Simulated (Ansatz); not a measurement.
Input for Ansatz (development build ahead of 0.2.0):

```yaml
crystal:
  periodic: [false, false, false]
  atoms:
    - { symbol: C, position_ang: [-0.07001, -0.02467, -0.72773] }
    - { symbol: C, position_ang: [-0.06242, -0.02355, 1.19862] }
    - { symbol: H, position_ang: [-0.07267, -1.4259, -1.52935] }
    - { symbol: H, position_ang: [-0.00931, 1.48368, -1.50558] }
basis:
  gaussian: { orbitals: "6-31G" }
hamiltonian:
  xc: hf
```

The input is written out in the form of the current development build from the run's settings.

The run gave:

* Converged: yes
* Total energy: -76.36106 hartree
* Spin squared of the determinant: 0.000

Caution: stretched shape with no unrestricted run beside it, a lower state can exist.
